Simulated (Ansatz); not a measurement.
in.yaml

```yaml
crystal:
  periodic: [false, false, false]
  atoms:
    - {symbol: N, position_ang: [-1.998627, 0.019973, -0.019236]}
    - {symbol: H, position_ang: [-2.295907, 0.987807, -0.019236]}
    - {symbol: H, position_ang: [-2.295906, -0.382326, 0.861023]}
    - {symbol: H, position_ang: [-0.600627, 0.019973, -0.019236]}
    - {symbol: Si, position_ang: [1.128373, 0.019973, -0.019236]}
    - {symbol: H, position_ang: [1.524807, -1.459540, -0.019236]}
basis:
  gaussian: {orbitals: STO-3G}
magnetization: {spin_polarized: true, initial_magnetization: 1}
hamiltonian: {pseudopotentials: {relativity: none}}
correlation: {method: ccsd_t, electrons: all}
```

```sh
$ ansatz run in.yaml --threads 1 --pin off --events-out ev --progress --plain --max-ram 2393MiB
```

Log:

```
207 factors; integrals over basis functions are off by at most 3.9e-5 eV
mean field evaluation 1: about -9289.0748 eV, gradient 1.6e1 eV
mean field evaluation 2: about -9289.1446 eV, gradient 1.6e1 eV
mean field evaluation 4: about -9291.3690 eV, gradient 2.2e0 eV
mean field evaluation 8: about -9291.5272 eV, gradient 9.6e-2 eV
mean field evaluation 16: about -9291.5248 eV, gradient 6.6e-3 eV
mean field evaluation 32: about -9291.4613 eV, gradient 4.7e-2 eV
mean field evaluation 64: about -9291.5270 eV, gradient 2.2e-4 eV
mean field evaluation 96: about -9291.5065 eV, gradient 6.5e-1 eV
mean field evaluation 128: about -9282.8483 eV, gradient 1.2e1 eV
mean field evaluation 160: about -9288.8631 eV, gradient 3.8e-1 eV
mean field evaluation 192: about -9290.6108 eV, gradient 6.8e-4 eV
mean field evaluation 224: about -9288.8275 eV, gradient 2.4e0 eV
mean field evaluation 256: about -9287.8184 eV, gradient 7.7e-2 eV
mean field evaluation 288: about -9288.0237 eV, gradient 1.8e0 eV
mean field evaluation 320: about -9290.7245 eV, gradient 5.8e-2 eV
mean field evaluation 352: about -9291.5248 eV, gradient 9.0e-3 eV
mean field -9291.53115252 eV, -341.4574718291 hartree, gradient 1.6e-6 eV, S^2 0.899885; 15 other end points of the search recorded, 0 dependent functions left out
determinant -9291.53115252 eV, -341.4574718291 hartree, with singles and doubles -9294.65805122 eV, -341.5723832367 hartree
determinant -9291.52698223 eV, -341.4573185738 hartree, with singles and doubles -9294.66083971 eV, -341.5724857120 hartree
determinant -9291.52481065 eV, -341.4572387697 hartree, with singles and doubles -9294.67770056 eV, -341.5731053367 hartree
determinant -9291.07411944 eV, -341.4406761733 hartree, with singles and doubles -9294.18952559 eV, -341.5551652375 hartree
determinant -9290.72481167 eV, -341.4278393495 hartree, with singles and doubles -9294.15512218 eV, -341.5539009355 hartree
determinant -9290.70393200 eV, -341.4270720357 hartree, with singles and doubles -9294.37739989 eV, -341.5620694906 hartree
determinant -9290.61077669 eV, -341.4236486410 hartree, with singles and doubles -9294.29465053 eV, -341.5590285077 hartree
determinant -9288.87286877 eV, -341.3597817030 hartree, with singles and doubles -9292.29464604 eV, -341.4855296986 hartree
determinant -9288.22324217 eV, -341.3359083658 hartree, with singles and doubles -9291.38491275 eV, -341.4520976168 hartree
determinant -9288.05498528 eV, -341.3297250391 hartree, with singles and doubles -9290.80585433 eV, -341.4308176122 hartree
determinant -9291.53115252 eV, -341.4574718291 hartree, with singles and doubles -9294.67728162 eV, -341.5730899410 hartree
determinant -9291.52698223 eV, -341.4573185738 hartree, with singles and doubles -9294.67787612 eV, -341.5731117885 hartree
determinant -9291.52481065 eV, -341.4572387697 hartree, with singles and doubles -9294.67836041 eV, -341.5731295859 hartree
determinant -9291.07411944 eV, -341.4406761733 hartree, with singles and doubles -9294.25091458 eV, -341.5574212412 hartree
determinant -9290.72481167 eV, -341.4278393495 hartree, with singles and doubles -9294.23949919 eV, -341.5570017334 hartree
determinant -9290.70393200 eV, -341.4270720357 hartree, with singles and doubles -9294.30325321 eV, -341.5593446504 hartree
determinant -9290.61077669 eV, -341.4236486410 hartree, with singles and doubles -9294.30386224 eV, -341.5593670318 hartree
mean field evaluation 384: about -9291.4612 eV, gradient 4.1e-2 eV
reference -9291.52481065 eV, -341.4572387697 hartree; 13, 12 occupied and 5, 6 virtual orbitals, 207 factors
second order -2.09163492 eV of doubles, -0.00000000 eV of singles
cycle   1  -3.15355087 eV  change   -1.1e-6 eV  update   3.3e-6
perturbative correction -0.02086692 eV, -0.0007668452 hartree
Total energy: -9294.69922844 eV, -341.5738964717 hartree
```

Ran on 1 thread of Arm Neoverse V1, shared host: 3 s wall, 0.18 GiB peak host memory.
